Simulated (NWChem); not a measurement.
# chloromethane (CH3Cl); SMILES CCl

```xyz
5

C      0.0000     0.0000    -1.1193
Cl     0.0000     0.0000     0.6560
H      0.7330     0.7330    -1.4786
H      0.2683    -1.0013    -1.4786
H     -1.0013     0.2683    -1.4786
```
Atoms are numbered in this order, from 1.

Computed with NWChem. Pople sets run with spherical d functions. The geometry was optimised at PBE0/def2-SVP.

### Question
Order these by “highest occupied level (eV)”, lowest first: PBE/STO-3G; PBE/6-311G**; PBE/6-31G*.

### Answer
PBE/6-311G** (-7.11), PBE/6-31G* (-6.89), PBE/STO-3G (-5.09)
